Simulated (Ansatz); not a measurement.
## Ansatz (development build ahead of 0.2.0) run

```yaml
crystal:
  periodic: [false, false, false]
  atoms:
    - { symbol: H, position_ang: [0.0, 0.18569, -0.94236] }
    - { symbol: C, position_ang: [0.0, -0.49075, -0.04126] }
    - { symbol: F, position_ang: [0.0, 0.30505, 0.98361] }
basis:
  gaussian: { orbitals: def2-SVP }
hamiltonian:
  xc: hf
correlation:
  method: ccsd_t
  frozen_orbitals: { C: 1, F: 1, H: 0 }
scf:
  omitted_lower_state_checks: [starts, atomic_configurations, cluster_reference, orbital_swaps, given_window_search, neighbouring_geometries, increment]
```

The input is written out in the form of the current development build from the run's settings.

Results

| Property | Result |
| --- | --- |
| Converged | yes |
| Reference energy | -137.64453 hartree |
| Correlation energy | -0.32263 hartree |
| Total energy | -137.96716 hartree |
| Stability test | minimum among restricted orbitals |
